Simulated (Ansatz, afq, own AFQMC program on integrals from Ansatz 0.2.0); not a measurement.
## Cl, doublet → Cl⁺, singlet

A free Cl atom.

E(singlet, charge +1) − E(doublet, charge +0) at this geometry, on UHF and RHF determinants.

Basis cc-pVDZ. Only valence electrons are correlated. Ansatz 0.2.0 and our own AFQMC program on the same integrals; the CISD trial comes from CCSD amplitudes, and released means the phaseless constraint is let go. ± is one standard error of the sampling. The errors of all members are added in quadrature.

Full CI on the same integrals is exact in this basis and with this determinant's frozen core.

Errors are counted within cc-pVDZ, not against nature.

Cautions: Cl (doublet): the ph-AFQMC/HF walk drifts between its halves (2.2 errors), the ph-AFQMC/CISD walk drifts between its halves (2.3 errors); Cl⁺ (singlet): another spin lies lower, restricted determinant unstable towards unrestricted (UHF 2.08 eV lower, ⟨S²⟩ 1.02), strong correlation (T1 0.007, weight of the determinant 0.80, largest double 0.30), the determinant fills the p orbitals unequally in pairs, so it mixes two states of the atom (¹D and ¹S), and each level undoes that mixture to a different degree, while full CI gives the lower state, CCSDTQ on the UHF determinant differs (1.62 eV lower), perhaps since the unrestricted series falls towards higher spin, its ph-AFQMC/CISD value lies 24 ± 8 meV above full CI; this isn't the first ionization.

```csv
level,vertical ionization energy (kJ/mol)
HF,1403.2
CCSD,1372.0
```

From these cheaper values, estimate the vertical ionization energy at the reference level in cc-pVDZ.

1349.1 kJ/mol (full CI in cc-pVDZ).

```tsv
level	vertical ionization energy (kJ/mol)	error against FCI (kJ/mol)
MP2	1424.6	75.4
CCSD(T)	1359.5	10.4
CCSDT	1355.1	6.0
CCSDT(Q)	1349.6	0.5
CCSDTQ	1349.1	0.0
ph-AFQMC/CISD	1351.0 ± 0.8	1.8 ± 0.8
released AFQMC	1349.9 ± 1.2	0.7 ± 1.2
```

Correlation beyond CCSD(T) takes off 10.4 kJ/mol. The perturbative (T) step is worth −12.5 kJ/mol. Where a determinant mixes two states, these steps and errors hold in part the undoing of that mixture, and only full CI is sure.

CCSDT and higher add their correlation energy to the determinant of the CCSD(T) run, since their own runs factorise the integrals more tightly (a shift of under 2 meV). Released energies are given only where the last usable release times agree within the noise; a slower fall can still hide under it.
